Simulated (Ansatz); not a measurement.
# CH5BO (built from SMILES BOC): search for a transition state

Is there a first-order saddle for this β-hydrogen elimination, which should form B1–H4 and break B1–O2, C3–H4, and which two structures does it connect?

Method: PBE0-D4, def2-SVP first, then def2-TZVP; program: Ansatz 0.2.0, Gaussian basis.

115 further runs of the same task are left out: 1 that didn't finish, 114 set aside as unsound or not needed.

### Step 1. Starting geometry

The guess: 8 atoms, charge 0, spin multiplicity 1.

Atoms are counted from 1 here; the program's logs count them from 0.

Bond lengths: B1–H5 1.159 Å, B1–H6 1.159 Å, O2–C3 1.328 Å, C3–H7 1.098 Å, C3–H8 1.098 Å. Angles: H5–B1–H6 130.7°, O2–C3–H7 115.7°, O2–C3–H8 115.4°, H7–C3–H8 112.9°.

As a file:

```mol
CH5BO
  3D, bonds by distance, orders not assigned

  8  5  0  0  0  0  0  0  0  0999 V2000
   -1.0351    0.0230    0.2309 B   0  0
   -0.0280   -0.8433   -0.8929 O   0  0
    0.8712   -0.0919   -0.2682 C   0  0
    0.2371    0.7100    0.6783 H   0  0
   -1.6381    0.8329   -0.3371 H   0  0
   -1.3415   -0.6743    1.1042 H   0  0
    1.3525    0.6817   -0.8805 H   0  0
    1.5819   -0.6379    0.3653 H   0  0
  1  5  8  0
  1  6  8  0
  2  3  8  0
  3  7  8  0
  3  8  8  0
M  END
```

Distances that are to change: B1–H4 1.51 Å, B1–O2 1.74 Å, C3–H4 1.39 Å.

### Step 2. Constrained relaxation of the guess

hold/in.yaml

```yaml
crystal:
  periodic: [false, false, false]
  atoms:
    - {symbol: B, position_ang: [-1.035100, 0.023000, 0.230900]}
    - {symbol: O, position_ang: [-0.028000, -0.843300, -0.892900]}
    - {symbol: C, position_ang: [0.871200, -0.091900, -0.268200]}
    - {symbol: H, position_ang: [0.237100, 0.710000, 0.678300]}
    - {symbol: H, position_ang: [-1.638100, 0.832900, -0.337100]}
    - {symbol: H, position_ang: [-1.341500, -0.674300, 1.104200]}
    - {symbol: H, position_ang: [1.352500, 0.681700, -0.880500]}
    - {symbol: H, position_ang: [1.581900, -0.637900, 0.365300]}
basis:
  gaussian: {orbitals: def2-SVP}
hamiltonian: {xc: pbe0, dispersion: d4}
relax: {f_tol: 0.08, max_steps: 120, escape_saddle: false, constraints: [{distance: [0, 3]}, {distance: [0, 1]}, {distance: [2, 3]}]}
```

The run is started by

```console
$ ansatz run in.yaml --threads 2 --pin off --events-out ev --progress --plain --max-ram 4352MiB
```

The runs that follow: Force constants to start from; Saddle search in the small basis; Saddle search in triple zeta; Vibrations at the point found; Relaxing after a step of 0.30 Å one way along the mode; Relaxing after a step of 0.30 Å the other way along the mode.

What does the calculation give? Wanted: imaginary mode; barrier from the start side; barrier from the end side; energy of the step; pairs that change; zero-point energy at the saddle.

**Answer**, as computed:

```
                       quantity                                       value
                 imaginary mode                                   453i cm⁻¹
    barrier from the start side                                249.8 kJ/mol
      barrier from the end side                                 58.6 kJ/mol
             energy of the step                               +191.2 kJ/mol
              pairs that change  B1–H4 formed, B1–O2 loosened, C3–H4 broken
zero-point energy at the saddle                                    1.588 eV
```

**Reading.** One imaginary mode, 453i cm⁻¹, makes this a first-order saddle. The two relaxations end on the structures that were planned. A bond meant to break is only loosened at the end: the products stay bound as an adduct. At PBE0-D4/def2-TZVP the electronic barrier is 249.8 kJ/mol, about 101 kT at 298 K, and the step runs 191.2 kJ/mol uphill. A step off the saddle overshot and began above it in energy, so the link to its end is likely but not proven. Lower complexes than these ends may exist.
